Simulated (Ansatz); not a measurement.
ClH2OSi, SMILES `O[SiH]Cl` radical, charge 0, multiplicity 2.

Question: Give a relaxed structure at PBE0-D4/def2-TZVP (the Gaussian-basis code of Ansatz). (Estimate.)

Answer: Ansatz gave: 
Cartesian coordinates in Å:
```
O 1.1130 -0.0944 -0.3822
Si -0.2047 -0.1308 0.5926
Cl -1.7362 1.0175 -0.1834
H 1.4739 0.7597 -0.6286
H -0.6460 -1.5520 0.6016
```
